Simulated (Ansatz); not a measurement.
Two shapes of singlet N2H2.

Shape 1:

```xyz
4

N     0.0402   -0.0214   -0.5954
N     0.0352    0.0049    0.6510
H    -0.0212    0.9840   -0.8704
H     0.0364   -0.9629    0.9042
```

Shape 2:

```xyz
4

N     0.0000    0.0001   -0.6651
N     0.0000   -0.0001    0.6651
H     0.0000    1.0754   -0.9873
H     0.0000   -1.0754    0.9873
```

Basis set: 6-31G* (spherical functions). Correlated methods keep 2 orbitals frozen. Charge 0, multiplicity 1.

Computed with Ansatz (development build ahead of 0.2.0); each method stands on the lowest determinant of its kind that the runs found.

Problem. Which shape is lower in energy, and by how much in each method?

Solution.

```
 method  E(2) − E(1) (eV)
    RHF             0.864
RHF-MP2             0.314
```

Shape 1 is lower. Caution: in another basis set an unrestricted determinant lies well below.
